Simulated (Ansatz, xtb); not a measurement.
## H4Si3+: where a starting geometry ends

The starting geometry of this gas-phase doublet has its atoms placed at random.

```xyz
7

Si   -0.7201   -0.9114   -0.6788
Si    0.9009    0.4930   -0.4145
Si   -0.8776    1.0333   -0.8053
H     0.4762   -1.6432   -0.9611
H    -2.1051    0.1100   -0.0371
H     1.0138   -0.5528    0.5238
H     0.5499    0.6076    1.5914
```

Question: One run relaxed it with r2SCAN-D4/def2-SVP. What is a likely outcome?

Answer: It ends as a structure with H5 bridging Si3 and Si1, given below by its coordinates. Distances that change by over a tenth: Si1–Si2 (2.16 → 2.39 Å), Si1–Si3 (1.96 → 2.21 Å), Si2–Si3 (1.90 → 2.42 Å). Contacts that close: Si1–H5 (1.84 → 1.66 Å), Si2–H7 (2.04 → 1.48 Å).

The energy falls by 8.14 eV over 23 steps:

```
step  E − E(last) (eV)
   1             8.139
   3             3.824
   6             1.950
   8             1.138
  11             0.976
  13             0.839
  16             0.479
  18             0.163
  21             0.001
  23             0.000
```

Final geometry (Å):

| atom | x (Å) | y (Å) | z (Å) |
| --- | --- | --- | --- |
| Si | -0.5896 | -1.0803 | -0.7885 |
| Si | 0.7842 | 0.4816 | 0.3873 |
| Si | -0.9530 | 1.0654 | -1.1868 |
| H | -1.0199 | -2.5012 | -0.6660 |
| H | -1.7852 | -0.0960 | -0.1941 |
| H | 2.1379 | 0.6462 | -0.1937 |
| H | 0.6635 | 0.6206 | 1.8602 |

From the same start GFN2-xTB ends elsewhere, differing in Si1–Si2 (3.81 against 2.39 Å here), Si1–H5 (3.67 against 1.66 Å here).

From so rough a start the end depends on the optimiser's path, so another program may land elsewhere. The end wasn't checked by frequencies. Open shells are spin-unrestricted. Run with Ansatz 0.2.0, 2.5 min on 1 thread of Intel(R) Xeon(R) Platinum 8375C CPU @ 2.90GHz (Ice Lake), on a shared host.
